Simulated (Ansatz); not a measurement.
Geometry optimisation, Ansatz 0.2.0, UKS B3LYP/def2-SVP.

The input (input.yaml):

```yaml
crystal:
  periodic: [false, false, false]
  atoms:
    - { symbol: Si, position_ang: [0.0, 0.0, 0.0] }
    - { symbol: F, position_ang: [0.0, 0.0, 1.84] }
    - { symbol: H, position_ang: [1.3768, 0.0, -0.4862] }
    - { symbol: H, position_ang: [-0.6877, 1.1914, -0.4862] }
    - { symbol: H, position_ang: [-0.6877, -1.1914, -0.4862] }
    - { symbol: F, position_ang: [0.0, 0.0, 3.28] }
magnetization:
  spin_polarized: true
  initial_magnetization: 1
basis:
  gaussian: { orbitals: def2-SVP }
hamiltonian:
  xc: b3lyp
relax:
  f_tol: 0.15
  max_steps: 25
  restrain:
    - { distance: [1, 5], at: 1.14, k: 30.0 }
    - { distance: [0, 1], at: 2.79, k: 30.0 }
output:
  orbitals: {}
```

Command:

```bash
$ ansatz run input.yaml --threads 1 --pin off --max-ram 2048MiB --backend cpu --events-out ev --progress --plain --runs-dir out
```

Q: Where does it end, and by what steps?

A: The run converged. The restraints hold the end off the free minimum. After 5 steps the energy has risen by 1.683 eV (the restraints' own energy left out); F2 moved furthest, 0.64 Å. The start is strongly strained (largest force component 14 eV/Å), so its close contacts needn't be bonds. Parted: Si1–F2 (1.84 → 2.79 Å).

| step | energy less start (eV) | largest force component (eV/Å) | accepted |
| --- | --- | --- | --- |
| 0 | 0.0000 | 14.092 | yes |
| 1 | 0.5057 | 8.903 | yes |
| 2 | 1.4750 | 5.452 | yes |
| 3 | 1.9137 | 6.527 | yes |
| 4 | 1.6545 | 5.088 | yes |
| 5 | 1.6833 | 5.312 | yes |

```xyz
6
Properties=species:S:1:pos:R:3
Si 0.000 0.000 -0.316
F -0.001 0.000 2.476
H 1.421 0.000 -0.765
H -0.710 1.231 -0.764
H -0.710 -1.231 -0.764
F 0.001 0.000 3.795
```

Run time: 17 s on 1 thread of Arm Neoverse V1, with other jobs on the host, peak memory 0.14 GiB.
